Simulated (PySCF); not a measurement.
**Adding and removing an electron: BCl**

PBE0; basis B def2-TZVP, Cl def2-TZVP; no relativity; PySCF 2.14. Neutral (UKS): singlet (closed shell), Re = 1.718 Å, ωe = 841 cm⁻¹, De = 5.33 eV, HOMO -7.46 eV, LUMO -1.90 eV.

BCl⁺ (UKS): doublet (σ ↑), Re = 1.596 Å, ωe = 1154 cm⁻¹, De = 4.29 eV to B⁺ + Cl. The energies at the minima are -484.81147 hartree for BCl and -484.45570 for BCl⁺.

Question: Work out the adiabatic ionisation energy, without and with harmonic zero-point energies (1 hartree = 27.2114 eV, 1 eV = 8065.5 cm⁻¹), and the change of the bond length.

Answer: At PBE0: 0.35577 hartree = 9.681 eV between the minima; the zero-point term (1154.0 − 841.0)/2 cm⁻¹ = +0.019 eV makes it 9.700 eV. Re changes by -12.2 pm against the neutral. Minus the HOMO energy is 7.46 eV, -2.22 eV from the value between the minima; self-interaction puts the Kohn–Sham level too high, less so with exact exchange. The electron leaves a σ orbital, and the shorter bond of the ion fits an antibonding orbital, or a change in how ionic the bond is.

For an ion De counts to the pair picked by the measured ionisation energies or electron affinities, which need not be the lowest pair at this level. States were picked by a PBE0 search and need not be the measured ground states.
